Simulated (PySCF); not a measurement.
Which level of theory gave which numbers?

Compound: C3H5N3.
Bonds: C1–N2, N2–C3 (aromatic), C3–C4 (aromatic), C4–N5 (aromatic), N5–N6 (aromatic), N2–N6 (aromatic). Hydrogens: H7, H8, H9 on C1; H10 on C3; H11 on C4.

The closed-shell ground state was solved 4 times with PySCF (density fitting, gas phase), always with PBE0, in these basis sets: 6-311+G(2d,p), 6-31G*, STO-3G and def2-TZVP. Geometry: PBE0-D3(BJ)/def2-SVP; no solvent, vibrations or thermal averaging.

```
row  total energy (Eh)  HOMO (eV)  LUMO (eV)  dipole (D)
  P          -277.6739      -5.03       2.77        4.35
  Q          -281.3220      -7.55      -0.08        4.60
  R          -281.2971      -7.58      -0.23        4.69
  S          -281.2140      -7.32       0.32        4.58
```

Question: Which basis belongs to which row?

Answer: P = STO-3G, Q = def2-TZVP, R = 6-311+G(2d,p), S = 6-31G*. From the lowest total energy up: def2-TZVP (216 functions) 0 eV; 6-311+G(2d,p) (192 functions) +0.68 eV; 6-31G* (94 functions) +2.94 eV; STO-3G (35 functions) +99.27 eV.
